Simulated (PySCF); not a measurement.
Molecule: SMILES C(N)=O, CH₃NO.

Cartesian coordinates in Å; atom numbers follow the order of the lines, from 1:
```xyz
6

N    -0.588   -0.338    0.143
C     0.568    0.313   -0.131
O     1.599   -0.211   -0.473
H    -0.622   -1.345    0.050
H    -1.424    0.161    0.410
H     0.466    1.420    0.002
```

Spin–spin couplings on one PBE0-D3(BJ)/def2-SVP geometry, PySCF 2.14.0 with density-fitted response routines, gas phase, non-relativistic, equivalent pairs averaged; isotopes $^{13}$C, $^{1}$H, $^{15}$N; basis pcJ-1.

Reference values (Hz): $^{1}J$(C2,H6) = 193.1 (measured; Jessen and Sauer, arXiv:2312.00705); $^{2}J$(H4,H5) = 2.6 (measured; Jessen and Sauer, arXiv:2312.00705); $^{2}J$(N1,H6) = -14.2 (measured; Jessen and Sauer, arXiv:2312.00705).

Task: How do the couplings (Hz) change with the functional? Times are CPU seconds on shared hosts with different chips, so compare them loosely; the GGAs took longer than the global hybrids here, which isn't the general rule, and the cause wasn't traced.

Result: 
| functional | functions | $^{1}J$(C2,H6) | $^{2}J$(H4,H5) | $^{2}J$(N1,H6) | mean abs. error | core-s |
| --- | --- | --- | --- | --- | --- | --- |
| HF | 111 | 229.6 | -1.4 | -17.9 | 13.8 | 2.5 |
| LDA | 111 | 151.4 | 6.1 | -21.0 | 17.3 | 4.7 |
| PBE | 111 | 176.4 | 7.5 | -23.6 | 10.3 | 8.3 |
| KT2 | 111 | 191.5 | 7.4 | -27.9 | 6.7 | 9.6 |
| B3LYP | 111 | 193.4 | 7.2 | -22.7 | 4.4 | 7.8 |
| PBE0 | 111 | 183.1 | 5.9 | -20.8 | 6.6 | 7.2 |
| B97-2 | 111 | 176.6 | 5.6 | -20.3 | 8.5 | 6.5 |
| BHandHLYP | 111 | 207.1 | 5.4 | -20.6 | 7.7 | 4.4 |
| CAM-B3LYP | 111 | 192.0 | 6.6 | -21.3 | 4.1 | 5.4 |

Errors compare magnitudes, without vibrational corrections, and the largest couplings weigh most in the mean. Closest: CAM-B3LYP; furthest: LDA.
